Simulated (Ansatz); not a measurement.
We consider rock-salt MgS, described by r²SCAN in Ansatz (plane waves, PAW).

A relaxed, unreconstructed slab of the (100) face has 12 atoms, two equal faces of 13.534 Å² each and an energy of -17012.6226 eV. A bulk cell of 4 atoms with the same orientation and in-plane k mesh has -5671.1522 eV. Energies are extrapolated to zero smearing.

Settings: plane-wave cutoff 500 eV, 8×8×1 k mesh (along the axes of the cell as run), gaussian smearing 0.02 eV, scalar-relativistic PAW data made under PBE.

Worked out: γ = (E_slab − N E_bulk per atom)/2A = [-17012.6226 − 12 × (-5671.1522/4)]/(2 × 13.534) = 0.0308 eV/Å². With 16.022 J/m² per eV/Å² this is 0.49 J/m², or 0.42 eV per surface cell and face.

Ansatz is a first-principles code.
